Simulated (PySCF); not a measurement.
Gas-phase reaction: Al2H6 + 2 N + 3 Cl2 ⇌ 2 AlCl3.NH3

Energies from PySCF, thermal terms from the rigid-rotor harmonic-oscillator model, ideal gas at 1 bar. † marks an energy on the PBE0/def2-TZVP geometry and frequencies; other levels use their own. 6-31G* has spherical d functions here. Open shells (unrestricted): N (multiplicity 4); the rest are closed-shell singlets. B3LYP is the form with VWN-RPA correlation. Adducts (AlCl3.NH3) have no counterpoise correction, and HF, PBE, BLYP, B3LYP and PBE0 lack dispersion. Al2H6: computed as isolated molecules; such fragments, hydroxides, amides, oligomers or adducts are transient or little studied in the gas.

| level | ΔH°(298 K), kJ |
|---|---|
| B3LYP/6-31G* | ___ |
| HF/6-31G* | ___ |
| HF/def2-TZVP† | -2154 |
| PBE0/def2-SVP† | -2699 |
| LDA/def2-TZVP† | ___ |
| ωB97M-V/def2-TZVP† | -2635 |

Complete the blanks.


- B3LYP/6-31G*, ΔH°(298 K), kJ: -2572
- HF/6-31G*, ΔH°(298 K), kJ: -2180
- LDA/def2-TZVP†, ΔH°(298 K), kJ: -2833
